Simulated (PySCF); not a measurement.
## C4H9Cl: full NMR table

```
Formula                 : C4H9Cl
SMILES                  : CC(C)(C)Cl
InChI                   : InChI=1S/C4H9Cl/c1-4(2,3)5/h1-3H3
Degrees of unsaturation : 0
Carbon signals          : 2
Proton signals          : 1
```

Mapped SMILES: `[CH3:1][C:2]([CH3:3])([CH3:4])[Cl:5]`. Each H is labelled by its parent atom.

PySCF 2.14 calculation with GIAO B97-2/pcSseg-2 shieldings and geometry from PBE0-D3(BJ)/def2-TZVP; fast rotation and ring inversion assumed for equivalent nuclei, gas phase, no relativistic terms, a single conformation.

Referencing at the same level of theory: ¹H (σref 31.64), ¹³C (σref 185.38) vs TMS.

| carbon | δC, type | δH (multiplicity) | HMBC from (2–3 bonds) | span of the C tensor (ppm) |
| --- | --- | --- | --- | --- |
| C1/C3/C4 | 36.6, CH3 | 1.53 (s) | H(C1)/H(C3)/H(C4) | 52 |
| C2 | 72.9, C | – | H(C1)/H(C3)/H(C4) | 68 |

Carbon types of the structure: 1 × C, 3 × CH3, which accounts for all hydrogens. δC 72.9: fully substituted sp3 carbon bonded to Cl; pulled downfield by the heteroatom. δC 36.6: methyl carbon; aliphatic region, no heteroatom directly attached. δH 1.53: hydrogen on a methyl carbon.

Carbons that carry Cl, above all several Cl atoms, come out too deshielded, partly because spin–orbit coupling is missing. Shifts are as computed. Against solution values, carbons near 30 ppm lie about +3 ppm off and those near 130 ppm about +7 ppm; carbons on Cl a further +5 ppm. Of 1211 compounds with measured shifts, 218 miss one by over three times the rms of a fit or turn the order of signals round; such compounds aren't used in these exercises.
